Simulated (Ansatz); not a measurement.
## A ladder of methods for AlH (SMILES [AlH])

AlH: 2 atoms, total charge 0, spin state singlet. As SMILES, `[AlH]`. Geometry: a GFN2-xTB relaxation, a rough one for these elements and not checked as a minimum.

```xyz
2

Al    0.0000    0.0000    0.0000
H     0.0000    0.0000    1.6135
```

Quantity: the energy change with the Al1–H2 bond stretched from 1.613 to 4.162 Å, in eV. The values are calculated.

| level | kind | program | value (eV) | less FCI/3-21G |
| --- | --- | --- | --- | --- |
| revPBE/3-21G (restricted) | GGA | Ansatz | 3.19 | +0.81 |
| B3LYP/3-21G (restricted) | global hybrid | Ansatz | 3.54 | +1.16 |
| BHLYP/3-21G (restricted) | global hybrid | Ansatz | 4.05 | +1.67 |
| CAM-B3LYP/3-21G (restricted) | range-separated hybrid | Ansatz | 4.03 | +1.65 |
| wB97X/3-21G (restricted) | range-separated hybrid | Ansatz | 4.34 | +1.96 |
| B2PLYP/3-21G (restricted) | double hybrid | Ansatz | 3.44 | +1.06 |
| BCCD(T)/3-21G (restricted) | coupled cluster or CI | Ansatz | 2.38 | 0.00 |
| FCI/3-21G | exact in the basis | Ansatz | 2.38 | 0.00 |

FCI/3-21G is exact within its basis and frozen core, so for wave-function methods in that basis the difference is their error; functionals converge differently with the basis, so for them it is only a difference. The first shape isn't each level's own minimum. The values span 2.38 to 4.34 eV. All rows use very small basis sets, so even the best lies far from the true value.
